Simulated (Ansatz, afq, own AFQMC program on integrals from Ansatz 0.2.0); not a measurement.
Integrals from Ansatz 0.2.0, then the random walk in our own AFQMC program (afq).

```yaml
crystal:
  periodic: [false, false, false]
  atoms:
    - {symbol: Cl, position_ang: [-1.418422, 0.022748, 0.000000]}
    - {symbol: H, position_ang: [-0.139622, 0.022748, 0.000000]}
    - {symbol: Si, position_ang: [1.719578, 0.022748, 0.000000]}
    - {symbol: H, position_ang: [2.116013, -1.456765, 0.000000]}
basis:
  gaussian: {orbitals: cc-pVTZ}
magnetization: {spin_polarized: true, initial_magnetization: 1}
correlation: {method: ccsd_t, electrons: outside_noble_gas, hamiltonian_folder: ham}
```

```sh
$ ansatz run in.yaml --threads 1 --pin off --events-out ev --progress --plain --max-ram 16896MiB --backend cuda --devices 0, --max-vram 18GiB
```

afq runs on the folder ham with

```
--method phaseless --trial cisd --walkers 1500 --populations 20 --least-time 60 --time-step 0.005 --steps-per-block 50 --equilibration-blocks 28 --max-blocks 4000 --target-error 0.00021 --factor-cut 1e-05 --start spin_pure --seed 4630 --release-times 0.24,0.51,0.99,1.62,2.4 --release-step 0.03 --release-every 3 --taylor-order 6
```

Times are imaginary, in 1/Eh. The walk had a cap of 239 s. With eight or more populations the least sampling time is a fifth of least-time, and the error comes from their spread.

Output of the walk:

```
orbitals 86  electrons 7 6  factors 547 of 561
reference energy -749.52055219 Eh
CCSD correlation -0.33727441 Eh in 13 cycles, weight of the determinant in the CISD state 0.8464
energy of the start -749.855953 Eh
 block  time / (1/Eh)  mean weight  energy / Eh
     1     0.250  0.9994  -749.851356
     2     0.500  1.0001  -749.855386
     3     0.750  0.9998  -749.859352
     4     1.000  0.9999  -749.861707
     5     1.250  0.9999  -749.863859
     8     2.000  1.0005  -749.869406
    11     2.750  1.0000  -749.871133
    17     4.250  0.9999  -749.871252
    23     5.750  0.9994  -749.870862
    29     7.250  0.9999  -749.869671
    31     7.750  0.9988  -749.868946
    35     8.750  1.0004  -749.872591
    41    10.250  1.0001  -749.872127
    47    11.750  1.0002  -749.872371
    53    13.250  0.9992  -749.870424
    59    14.750  1.0000  -749.872166
    65    16.250  0.9993  -749.871311
    67    16.750  0.9997  -749.873716
    71    17.750  1.0002  -749.872414
    77    19.250  0.9999  -749.871601
    83    20.750  1.0012  -749.870907
    89    22.250  0.9998  -749.872365
    95    23.750  1.0001  -749.870062
   101    25.250  0.9999  -749.871369
   107    26.750  1.0002  -749.871312
   113    28.250  1.0004  -749.870810
   117    29.250  0.9999  -749.870847
error from the spread of 20 populations
released: time / (1/Eh)  energy / Eh  error  mean overlap
  0.24  -749.872032  0.000137  0.9955
  0.51  -749.872216  0.000151  0.9938
  0.99  -749.872267  0.000166  0.9931
  1.62  -749.872408  0.000224  0.9866
  2.40  -749.872703  0.000360  0.9685
energy -749.871527 +/- 0.000209 Eh
(rows thinned)
```

The run passed its tests (sampling time, drift between the halves within three errors, error under three times the target), which doesn't prove that it has relaxed.

Against this walk (error 5.7 meV) on the same determinant: CCSD(T) 29.5 meV higher, CCSDT(Q) 21.5 meV lower. The error is statistical and leaves out the bias of the constraint. Released to 2.40 1/Eh the energy lies 32 ± 11 meV (both errors) below the phaseless value, which shows part or all of the bias of the constraint, and CCSDT(Q) lies 10.5 meV above the released value. CCSDT(Q) is the surest value here, so the walk's 22 meV above it is most likely the bias of the constraint with this trial, which can have either sign.

Cautions: constraint bias not in the error; the determinant is a saddle point among determinants of its kind.

The walk took 68 s on 1 × NVIDIA H100 80GB HBM3 with 2 threads of AMD EPYC 7R13 Processor (Zen 3), on a shared host (the card was shared). The log's last line is the phaseless energy.

CCSDT and higher add their correlation energy to the determinant of the CCSD(T) run, since their own runs factorise the integrals more tightly (a shift of under 2 meV). A walk keeps the symmetry of its determinant, which the program's search chose and which needn't be the lowest solution, so a lower state of the same spin and another symmetry isn't excluded.
